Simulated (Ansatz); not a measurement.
Reaction (SMILES): [SH] (SH) → [SH-] (an electron is taken up)
B3LYP-D3(BJ)/def2-TZVP geometries, fixed; electronic energies without zero-point terms; positive where energy is released.
Largest species:
```
S
H 1 1.3473
```
Charge 0, spin multiplicity 2.

Basis-set convergence of the adiabatic electron affinity at MP2 with Ansatz (an electronic-structure program). Cartesian d functions, on some or all atoms, in 6-31G*, 6-31G**, 6-311G**; all else is spherical. Cores are frozen. Open shells are unrestricted. No added dispersion term, no relativity. Functions are those of the species that has most. Reference: Hartree-Fock in aug-cc-pV(5+d)Z plus the correlation part extrapolated as X^-3 from aug-cc-pV(Q+d)Z and aug-cc-pV(5+d)Z, 2.444 eV, itself unsure by roughly 0.011 eV (a third of the extrapolation step and of the last Hartree-Fock step). Deviations are taken from unrounded values.

```
basis        functions
-----------  ---------
STO-3G              10
3-21G               15
6-31G               15
def2-SV(P)          20
6-31G*              21
def2-SVP            23
6-31G**             24
6-311G**            33
def2-SVPD           35
def2-TZVP           43
def2-TZVPD          55
def2-TZVPP          56
def2-TZVPPD         68
def2-QZVPP         100
def2-QZVPPD        112
```

Problem. Which is the smallest set listed that can be trusted to 0.05 eV here, that is, within that of the reference together with its larger relatives (same family, alike in diffuse functions; a set with none to test it counts only in the reference's own line)?

Solution. Of the sets listed that have larger relatives (same family, alike in diffuse functions), none stays within 0.05 eV of the reference together with them. Value minus reference: STO-3G -8.017, 3-21G -1.327, 6-31G -1.104, def2-SV(P) -1.652, 6-31G* -1.125, def2-SVP -1.620, 6-31G** -1.102, 6-311G** -0.643, def2-SVPD -0.255, def2-TZVP -0.586, def2-TZVPD -0.190, def2-TZVPP -0.563, def2-TZVPPD -0.178, def2-QZVPP -0.224, def2-QZVPPD -0.097 eV.
